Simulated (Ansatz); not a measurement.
# CH3OSi+: one structure at several levels

The atoms stand at a structure displaced at random from a GFN2-xTB minimum. How far do the functionals agree with CCSD(T) there?

The runs use Ansatz 0.2.0, Gaussian basis; single points in def2-TZVPP.

Correlated methods freeze the cores.

### Step 1. Starting geometry

SMILES `O=C[SiH2+]`, 6 atoms, charge 1, spin multiplicity 1.

Atoms are counted from 1 here; the program's logs count them from 0.

Bond lengths: O1–C2 1.250 Å, C2–Si3 2.004 Å, C2–H4 0.954 Å, Si3–H5 1.479 Å, Si3–H6 1.479 Å. Angles: O1–C2–Si3 106.8°, O1–C2–H4 122.5°, Si3–C2–H4 129.8°, C2–Si3–H5 120.2°, C2–Si3–H6 115.5°, H5–Si3–H6 123.4°.

As a file:

| atom | x (Å) | y (Å) | z (Å) |
| --- | --- | --- | --- |
| O1 | -0.90570 | -1.31250 | 0.90010 |
| C2 | -0.15840 | -1.09150 | -0.07780 |
| Si3 | 0.30530 | 0.85780 | -0.02530 |
| H4 | 0.21190 | -1.79290 | -0.60800 |
| H5 | 1.17660 | 1.44440 | -1.06680 |
| H6 | -0.45530 | 1.66820 | 0.95030 |

### Step 2. CCSD(T)/def2-TZVPP

The input, run/in.yaml:

```yaml
crystal:
  periodic: [false, false, false]
  atoms:
    - {symbol: O, position_ang: [-0.905700, -1.312500, 0.900100]}
    - {symbol: C, position_ang: [-0.158400, -1.091500, -0.077800]}
    - {symbol: Si, position_ang: [0.305300, 0.857800, -0.025300]}
    - {symbol: H, position_ang: [0.211900, -1.792900, -0.608000]}
    - {symbol: H, position_ang: [1.176600, 1.444400, -1.066800]}
    - {symbol: H, position_ang: [-0.455300, 1.668200, 0.950300]}
basis:
  gaussian: {orbitals: def2-TZVPP}
total_charge: 1
correlation: {method: ccsd_t}
output: {forces: true}
```

The command line of these runs was not kept.

### Step 3. PBE0-D4/def2-TZVPP

Edit run/in.yaml of step 2 so:

```diff
@@ -12,3 +12,3 @@
 total_charge: 1
-correlation: {method: ccsd_t}
-output: {forces: true}
+hamiltonian: {xc: pbe0, dispersion: d4}
+output: {forces: true, orbitals: {seedname: orbitals}}
```

### Step 4. wB97M-V/def2-TZVPP

Edit run/in.yaml of step 3 so:

```diff
@@ -12,3 +12,3 @@
 total_charge: 1
-hamiltonian: {xc: pbe0, dispersion: d4}
-output: {forces: true, orbitals: {seedname: orbitals}}
+hamiltonian: {xc: {name: wB97M-V}}
+output: {forces: true}
```

### Step 5. r2SCAN-D4/def2-TZVPP

Edit run/in.yaml of step 4 so:

```diff
@@ -12,3 +12,3 @@
 total_charge: 1
-hamiltonian: {xc: {name: wB97M-V}}
+hamiltonian: {xc: r2scan, dispersion: d4}
 output: {forces: true}
```

### Step 6. PBE-D4/def2-TZVPP

Edit run/in.yaml of step 5 so:

```diff
@@ -12,3 +12,3 @@
 total_charge: 1
-hamiltonian: {xc: r2scan, dispersion: d4}
+hamiltonian: {xc: pbe, dispersion: d4}
 output: {forces: true}
```

### Step 7. BHLYP-D4/def2-TZVPP

Edit run/in.yaml of step 6 so:

```diff
@@ -12,3 +12,3 @@
 total_charge: 1
-hamiltonian: {xc: pbe, dispersion: d4}
+hamiltonian: {xc: {name: BHLYP}, dispersion: d4}
 output: {forces: true}
```

### Step 8. B97M-V/def2-TZVPP

Edit run/in.yaml of step 7 so:

```diff
@@ -12,3 +12,3 @@
 total_charge: 1
-hamiltonian: {xc: {name: BHLYP}, dispersion: d4}
+hamiltonian: {xc: {name: B97M-V}}
 output: {forces: true}
```

(Steps that only read results are left out.)

What does the calculation give? Wanted: energy less free atoms, CCSD(T)/def2-TZVPP; RMS force component; RMS force error; HOMO and LUMO, PBE0-D4; T1 diagnostic.

**Answer**, as computed:

```
                                  quantity                                                                                           value
energy less free atoms, CCSD(T)/def2-TZVPP                                                                                  -1122.7 kJ/mol
                       RMS force component                                                            2.921 to 3.296 eV/Å over the methods
                           RMS force error  PBE0-D4 0.468, wB97M-V 0.399, r2SCAN-D4 0.298, PBE-D4 0.209, BHLYP-D4 0.704, B97M-V 0.415 eV/Å
                    HOMO and LUMO, PBE0-D4                                                                            -13.56 and -10.28 eV
                             T1 diagnostic                                                                                           0.018
```

**Reading.** Against CCSD(T) the functionals' energies less atoms differ by -108.4 to +32.5 kJ/mol, PBE-D4 by -108.4 kJ/mol. The reference is not at the basis limit: in triple zeta CCSD(T) underbinds, which counts against methods that bind more; the gaps are no ranking. On forces the order runs from PBE-D4 to BHLYP-D4. Frozen-core CCSD(T) forces in triple zeta carry basis errors of their own, and this is one geometry, so small gaps rank nothing. The restricted Hartree–Fock reference is unstable towards an unrestricted one at one or more of these structures.
